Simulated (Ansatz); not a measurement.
A made-up structure of MgSiNH$_{6}$ (charge +1), closed shell:

```
atom    x (Å)    y (Å)    z (Å)
  N1  -1.0109   1.6155  -1.3605
 Mg2  -0.0910   0.1390  -0.1232
 Si3   1.0134  -1.6202   1.3638
  H4  -1.3232   1.2509  -2.2605
  H5  -0.3930   2.3957  -1.5843
  H6   0.2294  -0.2169   1.5288
  H7   2.4512  -1.6964   1.0029
  H8   0.3419  -2.9217   1.1216
  H9   0.8493  -1.2005   2.7782
```

It is relaxed with PBE-D4/def2-SVP and then PBE0-D4/def2-TZVP (Ansatz 0.2.0). Atoms count as bonded within 1.22 times the sum of their covalent radii (H–H: 0.88 Å). The end point is not checked to be a true minimum.

Task: Does its bonding change? (A judgement: the text doesn't fix the answer.)

Result: Computed: Yes. Formed: Mg2–H9; broken: none.

Where it ends: The first stage lowers the energy by 1.68 eV in 24 steps. It ends as MgSiNH₆ ([NH2][Mg]12[H][SiH2]1[H]2), total charge +1:
```
9
angstrom
N -0.8496 1.5897 -1.1375
Mg -0.0749 0.2673 -0.1233
Si 1.0856 -1.7095 1.3931
H -0.9970 1.5605 -2.1355
H -1.2016 2.4703 -0.7919
H 0.8097 -1.6324 -0.1082
H 2.5403 -1.6914 1.6056
H 0.2379 -2.7611 1.9739
H 0.5166 -0.3478 1.7905
```

Labels in which every atom is bracketed show which atoms are joined, not bond orders.

For scale, one of the runs: PBE0-D4/def2-TZVP relaxation, 136 basis functions, launched by `ansatz run in.yaml --threads 2 --pin off --events-out ev --progress --plain --max-ram 4352MiB`. Hardware: 2 CPU threads of an Arm Neoverse V2, shared host. Wall time about 71 s.
